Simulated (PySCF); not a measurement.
C4H4F2.
InChI=1S/C4H4F2/c5-3-1-2-4-6/h3-4H2

Theory: PySCF 2.14.0, PBE0-D3(BJ)/def2-SVP geometry optimisation, gas phase.

Masses are those of the commonest isotopes; rigid-rotor values at the optimised geometry. 

What are A, B and C (MHz)?

Ia = 31.64, Ib = 429.41, Ic = 431.79 u·Å²; 505379 MHz·u·Å²/I gives A = 15973, B = 1177, C = 1170 MHz.

What kind of rotor is it?

A near-prolate asymmetric top; Ray's κ = -0.999.

What does the inertial defect say?

Not planar: Δ = Ic − Ia − Ib = -29.27 u·Å². For a rigid frame Δ = −2 Σ m c², so Σ m c² = 14.63 u·Å² lies off the ab plane: 3.62 from hydrogen and 11.01 from heavier atoms. The atom farthest from that plane is 1.33 Å away.

Give the other two planar moments, Paa and Pbb, and the rms extents of the mass along the axes.

Paa = Σ m a² = (Ib + Ic − Ia)/2 = 414.78 and Pbb = Σ m b² = (Ia + Ic − Ib)/2 = 17.01 u·Å². With the mass M = 90.03 u, the rms extents √(P/M) along a, b and c are 2.15, 0.43, 0.40 Å.

Give the coordinates in the principal-axis frame, origin at the centre of mass.

The sense of each axis is arbitrary; atoms in the order of the calculation.
| atom | mass (u) | a (Å) | b (Å) | c (Å) |
| --- | --- | --- | --- | --- |
| F1 | 18.998 | -2.767 | -0.346 | -0.428 |
| C2 | 12.000 | -1.994 | 0.524 | 0.293 |
| C3 | 12.000 | -0.587 | 0.152 | 0.283 |
| C4 | 12.000 | 0.587 | -0.150 | 0.284 |
| C5 | 12.000 | 1.994 | -0.523 | 0.295 |
| F6 | 18.998 | 2.767 | 0.344 | -0.430 |
| H7 | 1.008 | -2.107 | 1.537 | -0.131 |
| H8 | 1.008 | -2.365 | 0.547 | 1.333 |
| H9 | 1.008 | 2.107 | -1.538 | -0.125 |
| H10 | 1.008 | 2.366 | -0.542 | 1.335 |

Predict some low-J microwave lines.

The dipole components are |μa| = 0.00 D, |μb| = 0.00 D, |μc| = 1.83 D; the symmetry axis of this C2 structure is c, so μa and μb vanish by symmetry and there are no a-type or b-type lines. Some lines, for components of 0.1 D or more:

```tsv
type	branch	J(Ka,Kc)	MHz	lower level (cm⁻¹)
c	Q	3(1,3) ← 3(0,3)	14780	0.470
c	Q	2(1,2) ← 2(0,2)	14790	0.235
c	Q	1(1,1) ← 1(0,1)	14796	0.078
c	R	1(1,0) ← 0(0,0)	17150	0.000
c	R	2(1,1) ← 1(0,1)	19504	0.078
c	R	3(1,2) ← 2(0,2)	21861	0.235
c	Q	3(2,2) ← 3(1,2)	44379	0.964
c	Q	2(2,1) ← 2(1,1)	44389	0.729
c	R	2(2,0) ← 1(1,0)	49090	0.572
c	R	2(2,1) ← 1(1,1)	49096	0.572
c	R	3(2,1) ← 2(1,1)	51431	0.729
c	R	3(2,2) ← 2(1,2)	51450	0.728
c	Q	3(3,1) ← 3(2,1)	73997	2.444
c	R	3(3,0) ← 2(2,0)	81039	2.210
c	R	3(3,1) ← 2(2,1)	81039	2.210
```

Estimate the classical rotational partition function at 10 K, 100 K and 500 K.

Point group C2, symmetry number σ = 2; q = (√π/σ)·√((kT/h)³/(ABC)), k/h = 20836.6 MHz/K: 568 at 10 K, 18000 at 100 K, 201000 at 500 K.

Stationary, but not proved a minimum. These are rigid-rotor constants of the computed structure; measured ground-state constants (B0) also hold zero-point vibration.

On one thread of an Arm Neoverse V1 (shared host), this took 22 s wall and 0.41 GiB of memory at its peak. That covers the optimisation of the geometry.
